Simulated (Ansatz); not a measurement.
## Structure relaxation of Si₂As

All numbers below come from DFT PBE, scalar-relativistic, plane waves, PAW in Ansatz 0.2.0. Cutoff 420 eV, Γ-centred k mesh, Gaussian smearing, no spin polarisation in the final step.

The start puts Si₂As on the anti-fluorite structure type (Fm-3m, No. 225), with As in place of Ca, Si in place of F, at a guessed volume.

```yaml
crystal:
  lattice:
    - [0.00000, 2.91452, 2.91452]
    - [2.91452, 0.00000, 2.91452]
    - [2.91452, 2.91452, 0.00000]
  atoms:
    - { symbol: Si, position: [0.25000, 0.25000, 0.25000] }
    - { symbol: Si, position: [0.75000, 0.75000, 0.75000] }
    - { symbol: As, position: [0.00000, 0.00000, 0.00000] }
```

Cell and atoms relax at zero pressure; the relaxation can't lower the symmetry of the start. After a coarse first stage the cell is made exact in the group found at 0.06 Å.

Energies over the elements count from the elements' standard structures at the same level, with no empirical corrections.

Task: Describe the relaxed structure.

Result: It keeps Fm-3m (No. 225). The result has the fluorite structure. Conventional cell: a = 6.184 Å. Around Si lie 4 As at 2.68 Å and 6 Si at 3.09 Å; As has 8 Si at 2.68 Å.

```
Si As
1.0
     0.00000    3.09183    3.09183
     3.09183    0.00000    3.09183
     3.09183    3.09183    0.00000
Si As
2 1
Cartesian
  1.5459 1.5459 1.5459
  4.6377 4.6377 4.6377
  0.0000 0.0000 0.0000
```

Task: What are its volume, energy, density and gap?

Result: The volume per atom is 19.70 Å³, the density is 3.68 g/cm³ and the energy over the elements is 0.71 eV/atom. The gap on the 14×14×14 mesh is 0 eV (a metal).

The final run used a 14×14×14 mesh on its 3-atom cell and 0.10 eV smearing. For metals, differences of a few meV/atom aren't resolved. Symmetry constrained the relaxation, so the result can be a saddle point.

Cost: 3 runs of about 0.36 core-minutes in all, on Intel Xeon Platinum 8488C (Sapphire Rapids) (shared hosts).